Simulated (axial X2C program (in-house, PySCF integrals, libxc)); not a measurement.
# How long does AlN⁻ take?

A bond scan computed with an in-house all-electron X2C program for linear molecules (integrals from PySCF). Basis: Al dyall-av3z [9s9p3d2f], N dyall-av3z [7s7p3d2f] (cores contracted in-house).

The run was started with this input:
```json
{"zs": [13, 7], "q": -1, "bas": ["dyall-av3z", "dyall-av3z"], "levels": ["PBE0", "HF", "BLYP"], "cc": true, "r0": 1.73, "thr": -2.0, "nmax": 90, "npts": 10, "nst": 2, "ntry": 6}
```
```bash
python so2c.py task.json out
```

Keys: zs atomic numbers; q charge; bas basis sets; levels methods; cc coupled cluster on or off; r0 starting distance in Å; thr threshold in hartree for freezing inner shells (an s shell follows its p shell); nmax most natural virtual spinors; npts points on the curve; nst determinants followed; ntry starts of the search. HF also brings MP2.

Hardware: 1 thread of Intel(R) Xeon(R) Processor @ 2.30GHz (shared host).

Wall time of one point of each curve, integrals apart:

| Hamiltonian | level | points | seconds a point |
| --- | --- | --- | --- |
| spin-free | PBE0 | 10 | 0.4 |
| spin-free | HF | 10 | 0.13 |
| spin-free | CCSD(T) (9 electrons, 90 virtuals) | 7 | 5.2 |
| spin-free | BLYP | 10 | 0.42 |
| 2c | PBE0 | 10 | 0.48 |
| 2c | HF | 10 | 0.17 |
| 2c | CCSD(T) (9 electrons, 90 virtuals) | 7 | 6 |
| 2c | BLYP | 10 | 0.47 |

The rest:

Search with its distance optimisation 8.6 s, atoms 16 s, whole task 130 s. Coupled cluster runs on the points near the minimum only. The program drops outer points, and coupled cluster, when its time limit (not in the input) nears; MP2, further determinants and curves that did not converge are not in the table.
